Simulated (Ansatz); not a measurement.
# BaCo₃: from a trial structure to a relaxed crystal

All numbers below come from DFT PBE, scalar-relativistic, plane waves, PAW (Ansatz). Cutoff 420 eV, Γ-centred k mesh, Gaussian smearing, collinear spin, first started from parallel moments.

This is the end of a relaxation of cell and atoms.

```xyz
4
Lattice="4.0490 0.0000 0.0000 0.0000 4.0490 0.0000 0.0000 0.0000 4.0490" Properties=species:S:1:pos:R:3 pbc="T T T"
Ba    0.0000    0.0000    0.0000
Co    0.0000    2.0245    2.0245
Co    2.0245    0.0000    2.0245
Co    2.0245    2.0245    0.0000
```

Formation energies are uncorrected and refer to the elements' standard structures at the same level.

Task: What space group does it have?

Result: Pm-3m (No. 221). Conventional cell: a = 4.049 Å. Ba is coordinated by 12 Co at 2.86 Å; around Co lie 4 Ba at 2.86 Å and 8 Co at 2.86 Å.

Task: What is its formation energy per atom?

Result: 1.06 eV/atom.

Task: Is it a metal?

Result: Yes, bands cross the Fermi level on the 12×12×12 mesh.

Task: What net moment does it keep?

Result: 1.00 μB per atom, with site moments up to 1.45 μB.

The final run used a 12×12×12 mesh on its 4-atom cell and 0.10 eV smearing. The k mesh leaves about 4 meV/atom of noise in metals. The cell came from a trial start, so BaCo₃ may not exist in this structure.

Cost: 2 runs of about 2.1 core-minutes in all, on Arm Neoverse V1 (shared hosts).